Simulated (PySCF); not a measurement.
**Spin states of BO⁺**

Unrestricted PBE0; basis B def2-SVPD, O def2-SVPD; no relativity; PySCF 2.14. Outer shells of the fragments: B+ 2s2; O 2s2 2p4.

Followed along the bond (rough minima from three points):

```tsv
2Ms+1	unpaired	⟨S²⟩ at the start	R at minimum (Å)	Te (eV)
1	none	0.00	1.19	0.00
3	σ ↑, π ↑	2.00	1.31	0.26
1	σ ↑, π ↓	1.02	1.31	0.35
```

Solutions found at the starting distance of 1.515 Å, counted from the lowest of them; the search is not exhaustive and high or unbound solutions are not listed, so other states can lie among these:

```csv
2Ms+1,unpaired,term,E (eV),⟨S²⟩,⟨Lz²⟩,μ (D)
3,"σ ↑, π ↑",³Π,0.00,2.00,1.02,-3.92
1,"σ ↑, π ↓",mixed,0.09,1.02,1.01,-3.93
1,none,¹Σ⁺,1.53,0.00,0.00,-6.15
3,σ ↑↑,³Σ⁺,2.88,2.01,0.00,-3.62
3,π ↑↑,³Σ⁻,3.14,2.01,0.00,0.46
1,π ↑↓,mixed,3.94,1.00,2.01,0.48
3,π ↑↑,mixed,4.58,2.06,2.01,-4.94
1,π ↑↓,mixed,4.98,1.17,2.01,-4.71
3,"σ ↑, π ↑↑↓",mixed,5.75,3.00,3.01,-0.61
1,none,mixed,6.17,0.00,2.00,0.52
```

A term symbol is given only where ⟨S²⟩ and ⟨Lz²⟩ are close to those of a pure state; real π, δ and φ orbitals otherwise mix terms. A positive dipole points towards O; it is taken about the centre of mass and depends on that origin.

Compare the gap between the two lowest followed solutions at the starting distance with the gap between their minima.

At PBE0 the second solution (triplet, unpaired electrons σ ↑, π ↑) lies -1.53 eV from the first (singlet, closed shell) at 1.515 Å and +0.26 eV at the minima; the two curves relax by different amounts, since their minima lie near 1.31 and 1.19 Å.

Counting both spins, an empty level lies below a filled one in some of these solutions, because spin and occupation are held.
